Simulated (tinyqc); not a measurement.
UHF in the sto-6g basis, for NH3+, spin multiplicity 2, step by step. One step of it, computed by the program tinyqc.

Question. Orthogonalisation. S = U s U^T; canonical form X = U s^(-1/2), so that X^T S X = 1. Each column of U has its largest component positive (the first on a tie).

overlap S:
```
           1N 1s     1N 2s     1N 2px     1N 2py     1N 2pz      2H 1s      3H 1s      4H 1s
1N 1s   1.000000  0.229416   0.000000   0.000000   0.000000   0.052460   0.052502   0.052502
1N 2s   0.229416  1.000000   0.000000   0.000000   0.000000   0.459116   0.459320   0.459320
1N 2px  0.000000  0.000000   1.000000   0.000000   0.000000   0.394415  -0.197329  -0.197329
1N 2py  0.000000  0.000000   0.000000   1.000000   0.000000   0.000000   0.341621  -0.341621
1N 2pz  0.000000  0.000000   0.000000   0.000000   1.000000  -0.138357  -0.138442  -0.138442
2H 1s   0.052460  0.459116   0.394415   0.000000  -0.138357   1.000000   0.176594   0.176594
3H 1s   0.052502  0.459320  -0.197329   0.341621  -0.138442   0.176594   1.000000   0.176763
4H 1s   0.052502  0.459320  -0.197329  -0.341621  -0.138442   0.176594   0.176763   1.000000
```

Give: eigenvalues of S; X.

Answer.

eigenvalues of S: 0.3078  0.4205  0.4206  0.9242  1.0540  1.4028  1.4029  2.0673

X:
```
              1        2        3        4        5        6        7        8
1N 1s   -0.3052   0.0000  -0.0004   0.7680   0.6072   0.0000   0.0001   0.1350
1N 2s    1.3522   0.0000   0.0012  -0.1726   0.2067   0.0000   0.0002   0.4200
1N 2px  -0.0012   0.0000   0.9875   0.0000   0.0000   0.0000   0.6484  -0.0001
1N 2py   0.0000   0.9875   0.0000   0.0000   0.0000   0.6485   0.0000   0.0000
1N 2pz  -0.3771   0.0000  -0.0003  -0.6484   0.7151   0.0000   0.0000  -0.1178
2H 1s   -0.6274   0.0000  -0.9675  -0.1184  -0.0930   0.0000   0.4416   0.3028
3H 1s   -0.6292  -0.8376   0.4829  -0.1184  -0.0930   0.3823  -0.2206   0.3030
4H 1s   -0.6292   0.8376   0.4829  -0.1184  -0.0930  -0.3823  -0.2206   0.3030
```
